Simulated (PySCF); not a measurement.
**Functional benchmark on one molecule**

Molecule: `InChI=1S/C4H4O/c1-2-4-5-3-1/h1-4H`.

Geometry:
| atom | x (Å) | y (Å) | z (Å) |
| --- | --- | --- | --- |
| C1 | 0.866 | -0.184 | -0.520 |
| C2 | -0.456 | -0.729 | -0.562 |
| C3 | -1.164 | -0.060 | 0.392 |
| O4 | -0.381 | 0.849 | 1.007 |
| C5 | 0.844 | 0.771 | 0.451 |
| H6 | 1.719 | -0.467 | -1.134 |
| H7 | -0.829 | -1.515 | -1.215 |
| H8 | -2.194 | -0.117 | 0.734 |
| H9 | 1.595 | 1.451 | 0.846 |

Geometry PBE0-D3(BJ)/def2-SVP throughout; GIAO in PySCF 2.14.0 with density-fitted response routines, gas phase, one conformer, non-relativistic; equivalent atoms averaged; basis pcSseg-2.

Reference values (CCSD(T)/pcSseg-4; gas (isolated, no vibration); G. L. Stoychev, PhD thesis, Univ. Bonn 2021 (Stoychev, Auer, Izsak, Neese, JCTC 2018, 14, 619)): σ(H8/H9) = 24.03 ppm, σ(H6/H7) = 25.02 ppm, σ(C3/C5) = 47.4 ppm, σ(C1/C2) = 81.7 ppm, σ(O4) = 64.8 ppm.

How do the functionals HF, LDA, PBE, BLYP, BP86, OPBE, KT2, KT3, B97-D, B3LYP, PBE0, mPW1PW91, WP04, B97-2, BHandHLYP, CAM-B3LYP, wB97X-D, LC-wPBE perform against the reference? Times are CPU seconds on shared hosts with different chips, so compare them loosely; the GGAs took longer than the global hybrids here, which isn't the general rule, and the cause wasn't traced.

## Answers


```csv
functional,kind,H8/H9,H6/H7,C3/C5,C1/C2,O4,mean abs. error H,mean abs. error C,abs. error O,core-s
HF,Hartree–Fock,24.06,25.04,39.3,74.1,59.9,0.02,7.9,4.9,11
LDA,LDA,23.27,24.09,27.8,59.0,10.5,0.85,21.1,54.3,26
PBE,GGA,23.67,24.59,32.1,63.0,15.7,0.39,17.0,49.1,32
BLYP,GGA,23.89,24.84,27.1,58.5,13.3,0.16,21.8,51.5,33
BP86,GGA,23.74,24.67,32.1,62.9,16.8,0.32,17.1,48.0,32
OPBE,GGA,23.66,24.61,42.4,71.9,28.0,0.39,7.4,36.8,31
KT2,GGA,23.63,24.67,42.0,73.8,28.3,0.38,6.7,36.5,33
KT3,GGA,23.82,24.87,42.7,73.7,31.8,0.18,6.3,33.0,31
B97-D,GGA,23.91,24.88,35.5,66.0,25.6,0.13,13.8,39.2,30
B3LYP,global hybrid,23.86,24.79,28.7,60.7,19.9,0.20,19.9,44.9,21
PBE0,global hybrid,23.68,24.60,33.9,65.7,23.9,0.38,14.8,40.9,23
mPW1PW91,global hybrid,23.74,24.66,33.1,64.8,23.4,0.33,15.6,41.4,24
WP04,global hybrid,24.27,25.21,21.2,52.3,22.0,0.21,27.8,42.8,20
B97-2,global hybrid,23.83,24.77,36.2,67.5,28.5,0.23,12.7,36.3,20
BHandHLYP,global hybrid,23.87,24.80,31.5,64.7,32.4,0.19,16.4,32.4,19
CAM-B3LYP,range-separated hybrid,23.76,24.66,28.4,61.4,26.2,0.31,19.7,38.6,26
wB97X-D,range-separated hybrid,23.79,24.69,32.3,64.3,27.0,0.29,16.3,37.8,17
LC-wPBE,range-separated hybrid,23.74,24.60,31.2,64.2,35.1,0.36,16.9,29.7,31
```

For ¹H the closest is HF (0.02 ppm) and the furthest LDA (0.85 ppm).

For ¹³C the closest is KT3 (6.3 ppm) and the furthest WP04 (27.8 ppm).

For ¹⁷O the closest is HF (4.9 ppm) and the furthest LDA (54.3 ppm). One molecule is a small sample, and the reference may use another geometry.
